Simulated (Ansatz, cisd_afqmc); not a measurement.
System: NH3, charge 0, triplet. This triplet is an excited state, 5.7 eV above the singlet at CCSD(T)/cc-pV5Z (Ansatz, a first-principles code). NH3 (parent SMILES N, triplet).
B3LYP-D3(BJ)/def2-TZVP minimum from Ansatz:
```xyz
4

N      0.0000     0.0000     0.0000
H     -0.6692    -0.8742     0.0049
H     -0.4211     1.0159     0.0515
H      1.0904    -0.1417    -0.0563
```
Charge 0, spin multiplicity 3.

Total energies in cc-pVDZ, 8 correlated electrons, 1 frozen orbitals. Open shells are spin-unrestricted; no spin-orbit coupling. Correlated methods leave the cores frozen. No relativity. The Monte Carlo rows (phaseless AFQMC, CISD trial, step 0.005/hartree) carry one-sigma bars that omit the constraint's bias. Outlying blocks are dropped, and bars are widened where a walk drifts. Over all cases where full CI ran beside it in this data, AFQMC minus full CI had a median of +0.1 mEh and passed +0.4 mEh in a tenth of the cases. Full CI freezes restricted core orbitals and the other rows unrestricted ones, which leaves a small offset even where coupled cluster is exact. The spin of H3N (parent SMILES N, triplet) was assumed, and the state is the lowest solution found for it.

| method | program | energy (Eh) | error against FCI (mEh) |
|---|---|---|---|
| HF | Ansatz | -56.00159 | 190.43 |
| MP2 | Ansatz | -56.16555 | 26.47 |
| CCSD | Ansatz | -56.18692 | 5.10 |
| CCSD(T) | Ansatz | -56.19115 | 0.87 |
| CCSDT(Q) | Ansatz | -56.19202 | 0.00 |
| CCSDTQ | Ansatz | -56.19202 | 0.00 |
| AFQMC/CISD | cisd_afqmc | -56.1922 ± 0.0002 | -0.2 ± 0.2 |
| FCI | Ansatz | -56.19202 | 0.00 |

Rough core times of Ansatz's runs on a shared machine: CCSD(T) under 20 s, CCSDT(Q) under 20 s, CCSDTQ 70 s, FCI 5 min.
